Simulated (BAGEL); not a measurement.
# One shape, several levels: triplet C3H4F2

We compute a comparison of 5 runs (UHF/STO-3G, UHF/3-21G, ROHF/6-31G*, ROHF/cc-pVDZ, UHF/cc-pVDZ) of triplet C3H4F2. 

The results are computed with BAGEL 1.2.2.

1 further run of the same task is left out (set aside as unsound or not needed).

## Step 1: The system as given

The species is C3H4F2 (9 atoms), meant as a triplet with charge 0. SMILES of the parent species: `FC1(F)CC1`. The coordinates come from a PBE0-D4/def2-TZVP relaxation. That shape belongs to the parent species and isn't relaxed for this state.

Bond lengths: F1–C2 1.343 Å, C2–F3 1.343 Å, C2–C4 1.469 Å, C2–C5 1.469 Å, C4–C5 1.536 Å, C4–H6 1.082 Å, C4–H7 1.082 Å, C5–H8 1.082 Å, C5–H9 1.082 Å. Some angles: F1–C2–F3 109.3°, F1–C2–C4 119.5°, F1–C2–C5 119.5°, F3–C2–C4 119.5°, F3–C2–C5 119.5°, C4–C2–C5 63.1°, C2–C4–C5 58.5°, C2–C5–C4 58.5°, C2–C4–H6 117.6°, C2–C4–H7 117.6°.

## Step 2: A single-point energy at UHF/STO-3G (density fitting with qzvpp-jkfit) (run 1)

input.json

```json
{ "bagel": [

{
  "title": "molecule",
  "basis": "sto-3g",
  "df_basis": "qzvpp-jkfit",
  "angstrom": true,
  "geometry": [
    { "atom": "F", "xyz": [       1.653500,      -0.826400,       0.516900 ] },
    { "atom": "C", "xyz": [       0.571500,      -0.513600,      -0.214600 ] },
    { "atom": "F", "xyz": [       0.598200,      -1.204400,      -1.366000 ] },
    { "atom": "C", "xyz": [       0.068600,       0.866300,      -0.209800 ] },
    { "atom": "C", "xyz": [      -0.712600,      -0.275800,       0.457400 ] },
    { "atom": "H", "xyz": [       0.564000,       1.577900,       0.437800 ] },
    { "atom": "H", "xyz": [      -0.320000,       1.261000,      -1.139500 ] },
    { "atom": "H", "xyz": [      -1.609500,      -0.624100,      -0.038100 ] },
    { "atom": "H", "xyz": [      -0.725300,      -0.307300,       1.539100 ] }
  ]
},

{
  "title": "uhf",
  "nopen": 2
},

{
  "title": "print",
  "file": "orbitals.molden",
  "orbitals": true
}

]}
```

The run is started by

```bash
$ BAGEL_NUM_THREADS=1 BAGEL input.json > input.out
```

Standard output:

```text
* using 1 threads per process

  ===============================================================
  ===============================================================

  *** Geometry ***

  { "atom" : "F", "xyz" : [      3.124662,     -1.561670,      0.976799 ] },
  { "atom" : "C", "xyz" : [      1.079978,     -0.970563,     -0.405535 ] },
  { "atom" : "F", "xyz" : [      1.130434,     -2.275986,     -2.581366 ] },
  { "atom" : "C", "xyz" : [      0.129635,      1.637070,     -0.396465 ] },
  { "atom" : "C", "xyz" : [     -1.346619,     -0.521186,      0.864361 ] },
  { "atom" : "H", "xyz" : [      1.065806,      2.981799,      0.827322 ] },
  { "atom" : "H", "xyz" : [     -0.604712,      2.382945,     -2.153343 ] },
  { "atom" : "H", "xyz" : [     -3.041514,     -1.179378,     -0.071999 ] },
  { "atom" : "H", "xyz" : [     -1.370618,     -0.580713,      2.908477 ] },

  Number of auxiliary basis functions:      451

  Since a DF basis is specified, we compute 2- and 3-index integrals:
    o Being stored without compression. Storage requirement is 0.003 GB

  Number of basis functions:       29
  Number of electrons      :       40

    * METHOD: MOLECULE                             0.15

  *** Open-shell HF ***

  === Nuclear Repulsion ===
   184.9612838012

      * DIIS with orbital gradients will be used.

  === UHF iteration (sto-3g) ===
      0       -309.96673929          0.03928130           0.03
      1       -310.08200971          0.01423521           0.03
      2       -310.09632918          0.00396708           0.03
      3       -310.09901728          0.00166048           0.03
      4       -310.10053686          0.00089779           0.03
      5       -310.10111174          0.00040272           0.03
[... 36 lines of this table left out ...]
     42       -310.10121495          0.00000001           0.03
     43       -310.10121495          0.00000001           0.03
    * SCF iteration converged.

    * S^2 (UHF) is 2.0140

    * Permanent dipole moment:
           (    0.269795,    -0.244208,    -0.102178) a.u.

    * METHOD: UHF                                  1.40

    * METHOD: PRINT                                0.00

  ===============================================================
```

Wall time 1.7 s (1 thread of Arm Neoverse V1, shared host); peak memory 0.081 GiB.

## Step 3: The energy at UHF/3-21G (density fitting with qzvpp-jkfit) (run 2)

job.json

```json
{ "bagel": [

{
  "title": "molecule",
  "basis": "3-21g",
  "df_basis": "qzvpp-jkfit",
  "angstrom": true,
  "geometry": [
    { "atom": "F", "xyz": [    1.653500,   -0.826400,    0.516900 ] },
    { "atom": "C", "xyz": [    0.571500,   -0.513600,   -0.214600 ] },
    { "atom": "F", "xyz": [    0.598200,   -1.204400,   -1.366000 ] },
    { "atom": "C", "xyz": [    0.068600,    0.866300,   -0.209800 ] },
    { "atom": "C", "xyz": [   -0.712600,   -0.275800,    0.457400 ] },
    { "atom": "H", "xyz": [    0.564000,    1.577900,    0.437800 ] },
    { "atom": "H", "xyz": [   -0.320000,    1.261000,   -1.139500 ] },
    { "atom": "H", "xyz": [   -1.609500,   -0.624100,   -0.038100 ] },
    { "atom": "H", "xyz": [   -0.725300,   -0.307300,    1.539100 ] }
  ]
},
{
  "title": "uhf",
  "nopen": 2
},
{
  "title": "print",
  "file": "orbitals.molden",
  "orbitals": true
}

]}
```

The run is started by

```bash
$ BAGEL_NUM_THREADS=1 BAGEL job.json > job.out
```

Standard output:

```text
* using 1 threads per process

  ===============================================================
  ===============================================================

  *** Geometry ***

  { "atom" : "F", "xyz" : [      3.124662,     -1.561670,      0.976799 ] },
  { "atom" : "C", "xyz" : [      1.079978,     -0.970563,     -0.405535 ] },
  { "atom" : "F", "xyz" : [      1.130434,     -2.275986,     -2.581366 ] },
  { "atom" : "C", "xyz" : [      0.129635,      1.637070,     -0.396465 ] },
  { "atom" : "C", "xyz" : [     -1.346619,     -0.521186,      0.864361 ] },
  { "atom" : "H", "xyz" : [      1.065806,      2.981799,      0.827322 ] },
  { "atom" : "H", "xyz" : [     -0.604712,      2.382945,     -2.153343 ] },
  { "atom" : "H", "xyz" : [     -3.041514,     -1.179378,     -0.071999 ] },
  { "atom" : "H", "xyz" : [     -1.370618,     -0.580713,      2.908477 ] },

  Number of auxiliary basis functions:      451

  Since a DF basis is specified, we compute 2- and 3-index integrals:
    o Being stored without compression. Storage requirement is 0.010 GB

  Number of basis functions:       53
  Number of electrons      :       40

    * METHOD: MOLECULE                             0.15

  *** Open-shell HF ***

  === Nuclear Repulsion ===
   184.9612838012

      * DIIS with orbital gradients will be used.

  === UHF iteration (3-21g) ===
      0       -312.52046630          0.04954716           0.06
      1       -312.62712154          0.03005195           0.06
      2       -312.65540581          0.01785855           0.06
      3       -312.67074977          0.00110053           0.06
      4       -312.67115199          0.00052632           0.06
      5       -312.67122157          0.00019732           0.06
[... 16 lines of this table left out ...]
     22       -312.67127249          0.00000001           0.06
     23       -312.67127249          0.00000001           0.06
    * SCF iteration converged.

    * S^2 (UHF) is 2.0129

    * Permanent dipole moment:
           (    0.402882,    -0.364729,    -0.152474) a.u.

    * METHOD: UHF                                  1.56

    * METHOD: PRINT                                0.01

  ===============================================================
```

Run time: 1.9 s. Hardware: 1 thread of Arm Neoverse V1, shared host; peak memory 0.081 GiB.

Runs 3 to 4 aren't shown in full; the table further down has their settings and results.

## Step 4: A single-point energy at UHF/cc-pVDZ (density fitting with qzvpp-jkfit) (run 5)

hf.json

```json
{ "bagel" : [

{
  "title" : "molecule",
  "basis" : "cc-pvdz.json",
  "df_basis" : "qzvpp-jkfit",
  "angstrom" : true,
  "geometry" : [
    { "atom" : "F", "xyz" : [    1.653500,   -0.826400,    0.516900 ] },
    { "atom" : "C", "xyz" : [    0.571500,   -0.513600,   -0.214600 ] },
    { "atom" : "F", "xyz" : [    0.598200,   -1.204400,   -1.366000 ] },
    { "atom" : "C", "xyz" : [    0.068600,    0.866300,   -0.209800 ] },
    { "atom" : "C", "xyz" : [   -0.712600,   -0.275800,    0.457400 ] },
    { "atom" : "H", "xyz" : [    0.564000,    1.577900,    0.437800 ] },
    { "atom" : "H", "xyz" : [   -0.320000,    1.261000,   -1.139500 ] },
    { "atom" : "H", "xyz" : [   -1.609500,   -0.624100,   -0.038100 ] },
    { "atom" : "H", "xyz" : [   -0.725300,   -0.307300,    1.539100 ] }
  ]
},
{
  "title" : "uhf",
  "nopen" : 2
},
{
  "title" : "print",
  "file" : "orbitals.molden",
  "orbitals" : true
}

]}
```

The basis set cc-pVDZ is read from a file made from the Basis Set Exchange's data (not shown).

The run is started by

```bash
$ BAGEL_NUM_THREADS=1 BAGEL hf.json > hf.out
```

Standard output:

```text
* using 1 threads per process

  ===============================================================
  ===============================================================

  *** Geometry ***

  { "atom" : "F", "xyz" : [      3.124662,     -1.561670,      0.976799 ] },
  { "atom" : "C", "xyz" : [      1.079978,     -0.970563,     -0.405535 ] },
  { "atom" : "F", "xyz" : [      1.130434,     -2.275986,     -2.581366 ] },
  { "atom" : "C", "xyz" : [      0.129635,      1.637070,     -0.396465 ] },
  { "atom" : "C", "xyz" : [     -1.346619,     -0.521186,      0.864361 ] },
  { "atom" : "H", "xyz" : [      1.065806,      2.981799,      0.827322 ] },
  { "atom" : "H", "xyz" : [     -0.604712,      2.382945,     -2.153343 ] },
  { "atom" : "H", "xyz" : [     -3.041514,     -1.179378,     -0.071999 ] },
  { "atom" : "H", "xyz" : [     -1.370618,     -0.580713,      2.908477 ] },

  Number of auxiliary basis functions:      451

  Since a DF basis is specified, we compute 2- and 3-index integrals:
    o Being stored without compression. Storage requirement is 0.029 GB

  Number of basis functions:       90
  Number of electrons      :       40

    * METHOD: MOLECULE                             0.22

  *** Open-shell HF ***

  === Nuclear Repulsion ===
   184.9612838012

      * DIIS with orbital gradients will be used.

  === UHF iteration (cc-pvdz.json) ===
      0       -314.24804050          0.02818881           0.11
      1       -314.38724886          0.01746978           0.11
      2       -314.42133218          0.01084378           0.11
      3       -314.44351939          0.00115118           0.11
      4       -314.44403597          0.00044065           0.12
      5       -314.44413735          0.00011965           0.12
[... 20 lines of this table left out ...]
     26       -314.44416501          0.00000001           0.12
     27       -314.44416501          0.00000001           0.11
    * SCF iteration converged.

    * S^2 (UHF) is 2.0150

    * Permanent dipole moment:
           (    0.187294,    -0.169529,    -0.070703) a.u.

    * METHOD: UHF                                  3.39

    * METHOD: PRINT                                0.02

  ===============================================================
```

Run time: 3.9 s. Hardware: 1 thread of Arm Neoverse V1, shared host; peak memory 0.12 GiB.

## Step 5: All runs side by side

| run | level | energy (Eh) | dipole moment (D) | ⟨S²⟩ | wall time |
| --- | --- | --- | --- | --- | --- |
| 1 | UHF/STO-3G (density fitting with qzvpp-jkfit) | -310.101215 | 0.96 | 2.014 | 1.7 s |
| 2 | UHF/3-21G (density fitting with qzvpp-jkfit) | -312.671272 | 1.43 | 2.013 | 1.9 s |
| 3 | ROHF/6-31G* (density fitting with qzvpp-jkfit, spherical functions) | -314.407408 | 1.18 | 2.000 | 2.8 s |
| 4 | ROHF/cc-pVDZ (density fitting with qzvpp-jkfit) | -314.438152 | 0.61 | 2.000 | 3.9 s |
| 5 | UHF/cc-pVDZ (density fitting with qzvpp-jkfit) | -314.444165 | 0.67 | 2.015 | 3.9 s |

## Step 6: Results

| quantity | value |
| --- | --- |
| run 5: total energy | -314.44417 Eh |
| run 5: dipole moment | 0.67 D |
| run 5: ⟨S²⟩ | 2.015 |

**Reading.** The dipole moment (its size) runs from 0.61 D (ROHF/cc-pVDZ) to 1.43 D (UHF/3-21G). The two ends differ in method and basis. In run 1 the basis is minimal, so the values are rough. All runs together took 14 s, the longest 3.9 s.
